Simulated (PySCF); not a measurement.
## Gas-phase thermal properties of SiH3Cl

Energies from PySCF (xtb for GFN2), thermal terms from the rigid-rotor harmonic-oscillator model, ideal gas at 1 bar. Table values come from the NASA 1993 polynomials. 6-31G* has spherical d functions here. All species are closed-shell singlets. B3LYP is the form with VWN-RPA correlation. The harmonic model lacks anharmonicity and excited electronic states, which grow with temperature; levels with a mode under 35 cm⁻¹ are left out. The table's entry may be an old estimate for SiH3Cl (not checked at source).

```csv
level,point group,σ,ZPE (kJ/mol),S°298 (J/mol/K),Cp298 (J/mol/K),S°1000 (J/mol/K),H1000 − H298 (kJ/mol)
table,-,-,-,250.8,51.1,336.4,52.3
B3LYP/6-31G*,C3v,3,69.3,251.1,51.1,336.3,52.0
GFN2-xTB,C3v,3,64.9,253.7,56.6,343.3,54.3
HF/6-31G*,C3v,3,74.3,249.6,48.7,331.9,50.4
PBE/def2-SVP,C3v,3,66.5,251.7,52.2,338.4,52.9
PBE0/def2-TZVP,C3v,3,68.6,250.9,51.3,336.4,52.2
```
σ: rotational symmetry number. Electronic degeneracy used: 1. Frequencies are unscaled.
